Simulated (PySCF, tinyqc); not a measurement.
RHF in the sto-3g basis, for LiH, spin multiplicity 1, step by step. The lowest restricted solution is unstable here: a spin-polarised one lies 0.0616 hartree lower (PySCF). One step of it, computed by the program tinyqc.

Task: Iteration 2: DIIS coefficients. Solve [B -1; -1 0][c; lambda] = [0; -1] for the coefficients, which sum to one.

B (overlaps of the stored error matrices):
```
                1               2
1   2.8379644e-01  -8.2251521e-02
2  -8.2251521e-02   3.3385501e-02
```

Give: DIIS coefficients.

Result:

DIIS coefficients: 0.2401  0.7599
